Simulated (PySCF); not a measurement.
Ionisation energies (eV) were calculated with PySCF 2.14 by UHF, LDA, MP2 (valence), in another order, as differences of total energies without spin-orbit coupling. The measured values are between term centres (NIST).

| species | measured | A | B | C |
| --- | --- | --- | --- | --- |
| B (x2c-TZVPPall, spin-free X2C) | 8.297 | 8.038 | 8.258 | 8.636 |
| In⁺ (x2c-TZVPPall, spin-free X2C) | 18.870 | 17.035 | 17.656 | 19.414 |
| Sn (x2c-TZVPPall, spin-free X2C) | 7.389 | 6.859 | 7.143 | 7.420 |
| Xe (x2c-TZVPPall, spin-free X2C) | 12.565 | 11.543 | 12.302 | 12.694 |
| Ba (x2c-TZVPPall, spin-free X2C) | 5.212 | 4.272 | 4.735 | 5.385 |
| Eu (x2c-TZVPPall, spin-free X2C) | 5.670 | 4.630 | 5.528 | 5.797 |
| W (x2c-TZVPPall, spin-free X2C) | 7.825 | 5.919 | 6.763 | 8.048 |
| Tl⁺ (x2c-TZVPPall, spin-free X2C) | 20.428 | 18.396 | 18.923 | 21.010 |

**Question.** Which column is which method?

**Answer.** A is UHF (mean error -1.20 eV); B is MP2 (valence) (mean error -0.62 eV); C is LDA (mean error 0.27 eV). Hartree-Fock lacks the correlation of the electron removed and comes out lowest. Valence MP2 in a finite basis recovers only part of the missing correlation, so it stays below experiment on average. LDA overbinds the outer electron and comes out highest.
